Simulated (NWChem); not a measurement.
System: C$_{4}$H$_{6}$; SMILES CC#CC

NWChem printed, in part:

```
             Northwest Computational Chemistry Package (NWChem) 7.3.0
             --------------------------------------------------------

 C1  symmetry detected

                             Geometry "geometry" -> ""
                             -------------------------

 Output coordinates in angstroms (scale by  1.889725989 to convert to a.u.)

  No.       Tag          Charge          X              Y              Z
 ---- ---------------- ---------- -------------- -------------- --------------
    1 C                    6.0000    -0.00007766     2.06107195    -0.00001521
    2 C                    6.0000     0.00107424     0.60610837     0.00006217
    3 C                    6.0000    -0.00185024    -0.60615358    -0.00046552
    4 C                    6.0000     0.00039147    -2.06102863     0.00008822
    5 H                    1.0000     0.30999873     2.46222177     0.97799875
    6 H                    1.0000    -1.00344171     2.45872959    -0.21972783
    7 H                    1.0000     0.69094393     2.46299467    -0.75787880
    8 H                    1.0000    -0.99942628    -2.46500926    -0.22494265
    9 H                    1.0000     0.30704356    -2.45932117     0.98020001
   10 H                    1.0000     0.69765490    -2.45960429    -0.75366741

 Effective nuclear repulsion energy (a.u.)      99.8020926103

                                 NWChem DFT Module
                                 -----------------

 Summary of "ao basis" -> "ao basis" (spherical)
 ------------------------------------------------------------------------------
       Tag                 Description            Shells   Functions and Types
 ---------------- ------------------------------  ------  ---------------------
 C                           sto-3g                  3        5   2s1p
 H                           sto-3g                  1        1   1s

            General Information
            -------------------
          SCF calculation type: DFT
          Wavefunction type:  closed shell.
          No. of atoms     :    10
          No. of electrons :    30
           Alpha electrons :    15
            Beta electrons :    15
          Charge           :     0
          Spin multiplicity:     1
          Use of symmetry is: off; symmetry adaption is: off
          Maximum number of iterations: 150
          AO basis - number of functions:    26
                     number of shells:    18
          Convergence on energy requested:  1.00D-06
          Convergence on density requested:  1.00D-05
          Convergence on gradient requested:  5.00D-04

              XC Information
              --------------
                         B3LYP Method XC Potential
                     Hartree-Fock (Exact) Exchange  0.200
                        Slater Exchange Functional  0.800 local
                    Becke 1988 Exchange Functional  0.720 non-local
              Lee-Yang-Parr Correlation Functional  0.810
                  VWN I RPA Correlation Functional  0.190 local

             Grid Information
             ----------------
          Grid used for XC integration:  medium
          Radial quadrature: Mura-Knowles
          Angular quadrature: Lebedev.
          Tag              B.-S. Rad. Rad. Pts. Rad. Cut. Ang. Pts.
          ---              ---------- --------- --------- ---------
          C                   0.70       49          11.0       434
          H                   0.35       45          12.0       434
          Grid pruning is: on
          Number of quadrature shells:   466
          Spatial weights used:  Erf1

      Superposition of Atomic Density Guess
      -------------------------------------

 Sum of atomic energies:        -151.51246440

      Non-variational initial energy
      ------------------------------

 Total energy =    -152.622836
 1-e energy   =    -404.083753
 2-e energy   =     151.658825
 HOMO         =      -0.125267
 LUMO         =       0.308179

     ---------------------------------------------
      Total Density - Mulliken Population Analysis
     ---------------------------------------------

    Atom       Charge   Shell Charges
 -----------   ------   -------------------------------------------------------
    1 C    6     6.02   1.99  1.26  2.76
    2 C    6     6.15   2.00  1.23  2.93
    3 C    6     6.15   2.00  1.23  2.93
    4 C    6     6.02   1.99  1.26  2.76
    5 H    1     0.94   0.94
    6 H    1     0.94   0.94
    7 H    1     0.94   0.94
    8 H    1     0.94   0.94
    9 H    1     0.94   0.94
   10 H    1     0.94   0.94

   convergence    iter        energy       DeltaE   RMS-Dens  Diis-err
 ---------------- ----- ----------------- --------- --------- ---------
 d= 0,ls=0.0,diis     1   -154.0399532532 -2.54D+02  2.85D-02  2.26D-01
 d= 0,ls=0.0,diis     2   -154.0649137791 -2.50D-02  1.11D-02  6.99D-02
 d= 0,ls=0.0,diis     3   -154.0745994506 -9.69D-03  2.26D-03  4.01D-03
 d= 0,ls=0.0,diis     4   -154.0752147082 -6.15D-04  1.19D-04  3.34D-06
 d= 0,ls=0.0,diis     5   -154.0752153856 -6.77D-07  2.73D-05  2.73D-07
 d= 0,ls=0.0,diis     6   -154.0752154455 -5.99D-08  4.23D-06  2.18D-08

         Total DFT energy =     -154.075215445467
      One electron energy =     -404.256872843029
           Coulomb energy =      174.286723356811
    Exchange-Corr. energy =      -23.907158569552
 Nuclear repulsion energy =       99.802092610303

 Numeric. integr. density =       30.000000681804

                       DFT Final Molecular Orbital Analysis
                       ------------------------------------

[...]
```

Level: B3LYP/STO-3G. The geometry was optimised at PBE0/def2-SVP. B3LYP is NWChem's, with the RPA form of VWN correlation.

**Question.** Write an input that gives this output.

**Answer.** Several could match; the one computed here: the input that was run:
```
start job
memory heap 200 mb stack 900 mb global 1100 mb
geometry units angstroms noautoz
  C      2.045348    -0.100812    -0.233242
  C      0.601600    -0.029479    -0.067641
  C     -0.601801     0.028472     0.066730
  C     -2.045319     0.100518     0.233259
  H      2.501273     0.901818    -0.212139
  H      2.313633    -0.568110    -1.193867
  H      2.512463    -0.694833     0.568227
  H     -2.572250    -0.332003    -0.632041
  H     -2.383124     1.143390     0.340950
  H     -2.371767    -0.448998     1.130282
end
basis spherical
  * library sto-3g
end
dft
  xc b3lyp
  iterations 150
  mulliken
end
task dft energy
```
